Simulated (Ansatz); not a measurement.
# BFH4O: the cost of one run

All numbers below are computed with Ansatz 0.2.0 (RHF/def2-SVPD).

### Step 1. The starting structure

Bond lengths: B1–F2 1.670 Å, B1–H3 1.190 Å, B1–H4 1.190 Å, B1–O5 1.710 Å, O5–H6 1.010 Å, F2–H7 1.041 Å, O5–H7 1.132 Å. Angles: B1–F2–H7 80.7°, F2–B1–H3 120.0°, F2–B1–H4 120.0°, F2–B1–O5 71.6°, H3–B1–H4 120.0°, H3–B1–O5 97.0°, H4–B1–O5 101.2°, B1–O5–H6 109.5°, B1–O5–H7 76.7°, H6–O5–H7 144.1°, F2–H7–O5 131.0°.

As a file:

```xyz
7

B     0.0000    0.0000    0.0000
F     0.0000    0.0000    1.6700
H     1.0305    0.0000   -0.5950
H    -1.0305    0.0000   -0.5950
O     0.0715   -1.6212    0.5392
H    -0.4750   -2.2058   -0.0770
H     0.0453   -1.0266    1.5024
```

### Step 2. Pulling towards end A

Springs on the bonds that form and break draw the guess towards this end; the thresholds are loose.

Input file input.yaml:

```yaml
crystal:
  periodic: [false, false, false]
  atoms:
    - { symbol: B, position_ang: [0.0, 0.0, 0.0] }
    - { symbol: F, position_ang: [0.0, 0.0, 1.67] }
    - { symbol: H, position_ang: [1.0305, 0.0, -0.595] }
    - { symbol: H, position_ang: [-1.0305, 0.0, -0.595] }
    - { symbol: O, position_ang: [0.0715, -1.6212, 0.5392] }
    - { symbol: H, position_ang: [-0.475, -2.2058, -0.077] }
    - { symbol: H, position_ang: [0.0453, -1.0266, 1.5024] }
basis:
  gaussian: { orbitals: def2-SVPD }
hamiltonian:
  xc: hf
relax:
  f_tol: 0.15
  max_steps: 25
  restrain:
    - { distance: [0, 4], at: 2.61, k: 30.0 }
    - { distance: [6, 1], at: 2.12, k: 30.0 }
    - { distance: [0, 1], at: 1.32, k: 30.0 }
    - { distance: [6, 4], at: 1.01, k: 30.0 }
output:
  orbitals: {}
```

Started as:

```console
> ansatz run input.yaml --threads 1 --pin off --max-ram 2048MiB --backend cpu --events-out ev --progress --plain --runs-dir out
```

What time and memory should one allow on 1 thread of Arm Neoverse V2, shared host?

About 9.4 s, with a peak of 0.14 GiB.
